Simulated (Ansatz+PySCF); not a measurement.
Two shapes of singlet C₄H₆.

Shape 1:

```xyz
10

C     0.0000    0.0037   -0.7274
C     0.0000   -0.0037    0.7274
C     0.0000    1.1141   -1.4779
C     0.0000   -1.1141    1.4779
H     0.0000   -0.9768   -1.2194
H     0.0000    0.9768    1.2194
H     0.0000    1.0675   -2.5695
H     0.0000    2.1089   -1.0210
H     0.0000   -1.0675    2.5695
H     0.0000   -2.1089    1.0210
```

Shape 2:

```xyz
10

C    -0.0015   -0.0449   -0.7394
C     0.0300   -0.0285    0.7588
C    -0.0154    1.1193   -1.4307
C     0.0322   -1.0835    1.5009
H    -0.0017   -0.9441   -1.2572
H    -0.0422    0.9861    1.1942
H    -0.0270    1.0595   -2.6108
H    -0.0049    2.1502   -0.9932
H    -0.0278   -1.1014    2.5454
H     0.0175   -2.0878    0.9793
```

Basis set: def2-SVP (spherical functions). Correlated methods keep 4 orbitals frozen. Charge 0, multiplicity 1.

Computed with Ansatz (development build ahead of 0.2.0); each method stands on the lowest determinant of its kind that the runs found.

Question: Which shape is lower in energy, and by how much in each method?

Answer:

```json
{"method": "RHF", "E(2) − E(1) (eV)": "0.431"}
{"method": "RHF-CCSD", "E(2) − E(1) (eV)": "0.438"}
{"method": "RHF-CCSD(T)", "E(2) − E(1) (eV)": "0.445"}
{"method": "PBE (restricted)", "E(2) − E(1) (eV)": "0.434"}
{"method": "ωB97X (unrestricted)", "E(2) − E(1) (eV)": "0.416"}
```

Shape 1 is lower.
